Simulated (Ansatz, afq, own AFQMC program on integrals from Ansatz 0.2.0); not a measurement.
AFQMC, coupled cluster and functionals along a coordinate of H2 + HO, doublet

| atom | x (Å) | y (Å) | z (Å) |
| --- | --- | --- | --- |
| H | -2.0456 | 0.0498 | 0.0000 |
| H | -1.3006 | 0.0498 | 0.0000 |
| O | 0.1834 | 0.0498 | 0.0000 |
| H | 0.4352 | -0.8901 | 0.0000 |

A hydrogen atom is moved from one rigid fragment to the other; the H1–H2 distance tells how far. The two fragments are held close together, so this isn't a minimum-energy path and the start is a compressed complex. Energies in kJ/mol count from this geometry (0.745 Å) at the same level; the start stands on UHF, each point on the determinant named.

Basis cc-pVTZ. Noble-gas cores (and the filled d shells of Ga–Kr and In–Xe) are frozen. Integrals, coupled cluster, full CI and functionals: Ansatz 0.2.0; the random walks run on the same integrals in our own AFQMC program. The CISD trial takes its coefficients from CCSD amplitudes. Released means that phaseless walkers are propagated on without the constraint, phases kept. Error bars are statistical, one sigma.

Cautions, each for one point or more: unrestricted determinant slightly spin contaminated.

```
r(H1–H2) / Å  det.     T1  weight  ⟨S²⟩  CCSD(T)  ph-AFQMC/CISD  CCSDT(Q)     HF  r2SCAN
       0.886   UHF  0.029    0.91  0.79      7.5      7.1 ± 0.4       6.9   34.8    -4.0
       0.957   UHF  0.029    0.91  0.81      6.7      7.1 ± 0.5       6.0   49.4    -7.0
       1.027   UHF  0.023    0.91  0.81     -3.8     -3.9 ± 0.5      -4.3   48.5   -15.8
       1.098   UHF  0.016    0.92  0.78    -22.7    -23.5 ± 0.5     -22.8   29.1   -29.7
       1.239   UHF  0.011    0.93  0.76    -58.4    -58.9 ± 0.5     -57.9  -23.9   -52.0
```

Weight is that of the determinant in the CISD state; at the start T1 is 0.019 and the weight 0.92, and ⟨S²⟩ is 0.76. Largest departures from CCSDT(Q), at the points where its series has closed: CCSD(T) 0.6 kJ/mol at 0.957 (on UHF), ph-AFQMC/CISD 1.0 kJ/mol at 0.957 (on UHF), HF 52.8 kJ/mol at 1.027 (on UHF), r2SCAN -13.1 kJ/mol at 0.957. Functionals count only at points shown to share the start's state and spin.

Some points may be missing: those where a free walk finds a much lower state, and past Zn most of those on another determinant than at the start.

A walk keeps the symmetry of its determinant, which the program's search chose and which needn't be the lowest solution, so a lower state of the same spin and another symmetry isn't excluded.
